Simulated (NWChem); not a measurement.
## Basis-set dependence for propene (C₃H₆)

SMILES: C(=C)C
```xyz
9

C      0.2514     1.2161     0.0000
C     -0.4594    -0.0966     0.0000
C      0.1256    -1.2953     0.0000
H     -0.0241     1.8172    -0.8830
H     -0.0241     1.8172     0.8830
H      1.3441     1.0885     0.0000
H     -1.5565    -0.0506     0.0000
H      1.2160    -1.3996     0.0000
H     -0.4609    -2.2178     0.0000
```
Charge 0, spin multiplicity 1.

All runs are NWChem calculations. All single points use one geometry, from PBE0/def2-SVP, a minimum by its harmonic frequencies.

Hartree-Fock energies in Ha, correlation energies in mHa.

The correlated methods keep 3 core orbitals frozen. The Pople sets run with spherical d functions. Coupled-cluster values serve here as a point of comparison, not as the truth.

```csv
basis,functions,RHF,MP2,SCS-MP2,CCSD,CCSD+T(CCSD),CCSD(T),CR-CCSD[T],CR-CCSD(T)
6-31G*,54,-117.06936,-381.7,-381.8,-421.3,-435.1,-434.5,-432.0,-431.6
def2-SVP,72,-116.98940,-417.7,-421.1,-459.5,-474.8,-474.4,-471.3,-471.0
def2-TZVP,129,-117.11658,-492.6,-496.7,not run,not run,not run,not run,not run
```

From def2-SVP to def2-TZVP the Hartree-Fock energy moves by -127.2 mHa and the MP2 correlation energy by -74.9 mHa, which is 15 % of its value in the larger set.
